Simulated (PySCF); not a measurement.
# How well do the runs reproduce experiment for 1,3,4-thiadiazole?

**The experiment to reproduce.**

From NIST CCCBDB Release 22 (SRD 101), experimental dipoles, for the gas: dipole moment 3.28 ± 0.03 D.

The results are set against them at the end.

Compound: 1,3,4-thiadiazole, C2H2N2S.
SMILES with atom numbers: `[cH:1]1[n:2][n:3][cH:4][s:5]1` (hydrogens: H6 on C1; H7 on C4)

Cartesian coordinates in Å at the GFN2-xTB level; atoms count from 1:
```
atom  x, y, z in Å
C1     1.166    0.127    0.012
N2     0.725   -0.908    0.624
N3    -0.596   -0.956    0.697
C4    -1.176    0.042    0.141
S5    -0.081    1.195   -0.561
H6     2.205    0.334   -0.144
H7    -2.238    0.171    0.103
```

Runs made with PySCF (gas phase, on this GFN2-xTB geometry; no spin–orbit coupling):

```csv
level,job,basis functions,wall time
PBE0/def2-SVPD,"8 singlets by full TDDFT, 3 Tamm–Dancoff triplets, polarisability",123,6.4 s
```

Hardware: one thread, x86-64 server (shared host).

## Comparison

**Dipole moment.** Measured: 3.28 D (NIST CCCBDB Release 22 (SRD 101), experimental dipoles).

| level | computed (D) | computed − measured (D) | % (from the printed values) |
| --- | --- | --- | --- |
| PBE0/def2-SVPD | 3.15 | -0.13 | -4 |

The computed dipoles belong to one fixed geometry; measured ones are averaged over vibrations unless marked μe. Magnitudes are compared, not signs.

No measured geometry was used, and the causes of the misses weren't examined.
